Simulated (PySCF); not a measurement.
Start geometry of `CC(C)(Cl)Cl` from GFN2-xTB (Å):
```
atom  x, y, z in Å
C1     1.074   -0.701   -0.366
C2     0.096    0.480   -0.170
C3    -1.192    0.103    0.551
Cl4    0.974    1.775    0.755
Cl5   -0.328    1.167   -1.780
H6     0.561   -1.448   -0.957
H7     1.957   -0.354   -0.896
H8     1.358   -1.078    0.591
H9    -1.707   -0.649    0.013
H10   -1.820    0.969    0.690
H11   -0.935   -0.291    1.553
```

Q: What comes out of this run: PySCF 2.14.0, PBE0-D3(BJ)/def2-TZVP geometry optimisation, gas phase?

A: 
```
atom  x, y, z in Å
C1     1.0619    0.1256   -0.7445
C2    -0.2550    0.4454   -0.0787
C3    -0.7563   -0.6552    0.8251
Cl4   -0.0634    1.9435    0.8890
Cl5   -1.4839    0.7520   -1.3496
H6     0.9534   -0.7766   -1.3490
H7     1.3785    0.9466   -1.3859
H8     1.8232   -0.0431    0.0193
H9    -0.8943   -1.5685    0.2435
H10   -1.7053   -0.3772    1.2807
H11   -0.0237   -0.8400    1.6129
```

The energy falls by 1.7 kcal/mol over 8 energy and gradient evaluations, the largest force component goes from 0.0273 to 1.5e-04 Eh/bohr, and the atoms move by 0.022 Å rms after alignment. The bond that changes most is C1–C2 (methyl carbon to CCl2 carbon), which shortens by 0.037 Å. Bonds longer at the end by more than 0.005 Å: 4 of 10; shorter: 5. Among the angles that change most is H6–C1–H8, from 111.9° to 109.2°. Rotational constants go from 3597, 2435, 2139 to 3701, 2464, 2166 MHz. The orientation of the end geometry is arbitrary; only internal coordinates are fixed.

The run used 203 basis functions and 56 SCF cycles in all.

No frequency check.
